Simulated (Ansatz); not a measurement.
For antifluorite Mg₂Sn, PBEsol in Ansatz (PAW) gives:

```
Quantity                          Result
------------------------------  --------
equilibrium lattice constant a   6.745 Å
bulk modulus                    43.7 GPa
band gap at the measured cell    0.00 eV
```

Question: What does B3LYP (VWN-RPA form) (plane waves, PAW; Ansatz, an electronic-structure program) give for the same quantities?

Answer: 
- lattice constant a: 6.806 Å (rises by 0.9 %)
- bulk modulus: 42.5 GPa (falls by 2.7 %)
- band gap at the measured cell: 0.59 eV (grows by 0.59 eV)

For comparison: lattice constant a 6.766 Å (measured, temperature not stated, not corrected to a static lattice; as tabulated in Freccero, Grin, Wagner, Dalton Trans. (2023), ESI); band gap 0.36 eV (measured, temperature not stated, not corrected to a static lattice, indirect, Γ–X; as tabulated in Ryu et al. (2019), arXiv:1905.06140).

Changes are worked out from the printed values.

Unless a cell is named, each level is at its own relaxed cell (PBEsol 25.58, B3LYP (VWN-RPA form) 26.28 Å³/atom).

Levels without +SOC have no spin–orbit coupling; where heavier elements are present it shifts gaps, mostly down, and can invert bands. A gap of zero means that the bands touch or overlap. Density-functional gaps are differences of (generalised) Kohn–Sham levels.

Ansatz's density-functional and Hartree–Fock values are scalar-relativistic unless marked +SOC, with PAW data made under PBE.
